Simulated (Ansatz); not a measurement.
Ideal-gas functions of CH₂ClFO, SMILES `OC(F)Cl` at 800 K and 1 bar, from an Ansatz frequency run at PBE0-D4/def2-TZVP.

Molar mass 84.48 g/mol, point group C1 (symmetry number 1), electronic degeneracy 1, moments of inertia 50.437, 105.529, 145.005 u Å². Harmonic wavenumbers (cm⁻¹, unscaled): 315, 381, 458, 595, 741, 1051, 1181, 1272, 1343, 1422, 3162, 3812.

Use S(trans) = R[1.5 ln M + 2.5 ln T − 1.1517]; rotational temperatures θ = 24.2544 K / I; S(rot) = R[ln(√π/σ · √(T³/θAθBθC)) + 1.5]; for each mode x = 1.438777 ν̃/T, S = R[x/(eˣ − 1) − ln(1 − e⁻ˣ)] and H = RT x/(eˣ − 1); 1 cm⁻¹ = 0.0119627 kJ/mol; R = 8.31446 J/(mol·K).

Question: By hand: the entropy, in J/(mol·K).

Answer: Translation 184.7. Rotation: θ = 0.4809, 0.2298, 0.1673 K, giving 117.2. Vibration, mode by mode: 13.15, 11.62, 10.16, 8.14, 6.52, 4.16, 3.46, 3.04, 2.75, 2.46, 0.19, 0.07, in all 65.7. Electronic 0.0. Sum 367.6 J/(mol·K).

Question: By hand: H − E and G − E in kJ/mol, counted from the electronic energy.

Answer: Zero-point energy ½ × 15733 × 0.0119627 = 94.1; thermal vibration 29.8; translation, rotation and pV give 4 RT = 26.6. H − E = 150.5 kJ/mol, and G − E = 150.5 − 800 × 367.6/1000 = -143.6 kJ/mol.

Vibration gives 18 % of the entropy. The sum counts one conformer and one mirror image; others add a mixing term.
